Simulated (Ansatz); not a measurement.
`OB[SiH3]` + `N[SiH3]` → `[SiH3]N[SiH3]` + `BO` at 298.15 K and 1 bar (cleavage of the Si–B bond).

Isolated molecules relaxed with PBE0-D4/def2-TZVP in Ansatz; ΔE leaves out vibrations. CCSD(T)/CBS is the MP2 limit (def2-TZVPP, def2-QZVPP) plus CCSD(T) − MP2 in def2-TZVPP, frozen cores. This one scheme is used for every species. One conformer a species, not always the lowest.

```tsv
species	CCSD(T)/CBS energy (Eh)	H − E (kJ/mol)	S (J/(mol·K))
`OB[SiH3]`	-392.07510	152.2	296.1
`N[SiH3]`	-346.80422	145.7	264.3
`[SiH3]N[SiH3]`	-637.10515	192.6	335.6
`BO`	-101.80414	103.5	230.4
```

H − E and S are ideal-gas, rigid-rotor, harmonic terms from PBE0-D4/def2-TZVP, for one conformer and one mirror image of each species. 1 Eh = 2625.50 kJ/mol, R = 8.31446 J/(mol·K).

**Question.** By hand: ΔE, ΔH, ΔS and ΔG.

**Answer.** ΔE = (-637.10515) + (-101.80414) − (-392.07510) − (-346.80422) = -0.02997 Eh = -78.7 kJ/mol. Δ(H − E) = 192.6 + 103.5 − 152.2 − 145.7 = -1.8, so ΔH = -80.5 kJ/mol. ΔS = 335.6 + 230.4 − 296.1 − 264.3 = 5.6 J/(mol·K). ΔG = -80.5 − 298.15 × (5.6)/1000 = -82.2 kJ/mol.

**Question.** By hand: the equilibrium constant, and the temperature at which ΔG would vanish if ΔH and ΔS stayed fixed.

**Answer.** log₁₀ K = −ΔG/(RT ln 10) = 14.4. ΔH and −TΔS have one sign here, so there is no such temperature. One of them is within its doubt of zero, so this could turn.

The number of gas molecules stays the same, so ΔS is small and ΔH decides. A doubt of 5 kJ/mol in ΔE shifts log₁₀ K by 0.9 here. Other conformers and mirror images would add mixing entropy, several J/(mol·K) or more a flexible species. Modes under 60 cm⁻¹, often nearly free rotors, make the harmonic entropy too high. These are equilibria of isolated gas molecules and say nothing of rates. Largest T1 diagnostic: 0.014 (customary marks: 0.02 for closed shells, 0.045 for open ones).
